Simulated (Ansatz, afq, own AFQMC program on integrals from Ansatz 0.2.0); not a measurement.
# BN, triplet → BN⁺, quartet

```yaml
atoms:
  - { symbol: B, position_ang: [0.0000, 0.0000, 0.0000] }
  - { symbol: N, position_ang: [0.0000, 0.0000, 1.3155] }
```

E(quartet, charge +1) − E(triplet, charge +0) at this geometry, on UHF and UHF determinants.

Basis cc-pVDZ. Only valence electrons are correlated. Ansatz 0.2.0 and our own AFQMC program on the same integrals; the CISD trial comes from CCSD amplitudes, and released means the phaseless constraint is let go. Error bars are statistical, one sigma. The errors of all members are added in quadrature.

Full CI on the same integrals is exact in this basis and with this determinant's frozen core.

The best estimate is CCSD(T) at the basis-set limit (CBS: def2-TZVPP and def2-QZVPP, with their diffuse functions for anions and beside diffuse sets, CCSD(T) itself extrapolated) plus the step from CCSD(T) to full CI in cc-pVDZ. Rows without CBS are in cc-pVDZ, the functionals in def2-TZVP; B2PLYP and the wave-function rows carry a basis error of their own. Core correlation and relativity beyond core potentials are missing, and ± holds the sampling alone.

Cautions: BN (triplet): lower spins were not checked, raised T1 diagnostic (T1 0.045, weight of the determinant 0.88, largest double 0.10), the released energies are still falling, so no released level is given (meV from the phaseless value at times in 1/Eh: -10 ± 5 at 0.24, -19 ± 5 at 0.51, -22 ± 3 at 0.99, -35 ± 4 at 1.62, -39 ± 5 at 2.40), though the last usable value meets full CI within the noise, its ph-AFQMC/CISD value lies 36 ± 4 meV above full CI; BN⁺ (quartet): the released energies have errors that jump between times, so the bars are unsure, so no released level is given (meV from the phaseless value at times in 1/Eh: -7.1 ± 2.5 at 0.24, -8.6 ± 2.0 at 0.51, -42 ± 30 at 0.99, -18 ± 5 at 1.62, -17 ± 4 at 2.40), though the last usable value meets full CI within the noise, its ph-AFQMC/CISD value lies 15.4 ± 2.2 meV above full CI.

Best estimate: 270.3 kcal/mol.

```csv
level,vertical ionization energy (kcal/mol),error against the best estimate (kcal/mol)
HF,221.8,-48.5
MP2,258.3,-12.1
CCSD,257.3,-13.0
CCSD(T),260.2,-10.2
CCSDT,260.6,-9.7
CCSDT(Q),261.0,-9.3
CCSDTQ,260.9,-9.5
ph-AFQMC/CISD,260.4 ± 0.1,-9.9 ± 0.1
FCI,260.9,-9.5
HF/CBS,222.9,-47.4
MP2/CBS,268.3,-2.0
CCSD(T)/CBS,269.6,-0.7
PBE,271.7,1.4
r2SCAN,267.9,-2.4
PBE0,265.8,-4.6
B3LYP,269.8,-0.5
wB97M-V,263.8,-6.5
B2PLYP,267.5,-2.9
```

Correlation beyond CCSD(T) adds 0.7 kcal/mol. Going to the basis-set limit adds 9.5 kcal/mol at CCSD(T). The perturbative (T) step is worth +2.8 kcal/mol. The functionals spread over 7.8 kcal/mol; B3LYP and PBE come nearest and wB97M-V is 6.5 kcal/mol too low.

Best estimates are given only where the step beyond CCSD(T) is under 0.3 eV and no member's determinant is very poor (T1 over 0.05, or 0.07 for open shells, ⟨S²⟩ too high by 0.3, two states mixed), so the hardest cases are missing from such tables.

The functionals ran in a triple-zeta set and keep a basis error of their own, a few kJ/mol for each bond in atomization energies and more for double hybrids, so close places among them and the extrapolated levels can swap.

CCSDT and higher add their correlation energy to the determinant of the CCSD(T) run, since their own runs factorise the integrals more tightly (a shift of under 2 meV). Each member of a difference takes its own highest rung, so a best estimate needn't equal the limit plus the step of one row. A walk keeps the symmetry of its determinant, which the program's search chose and which needn't be the lowest solution, so a lower state of the same spin and another symmetry isn't excluded.
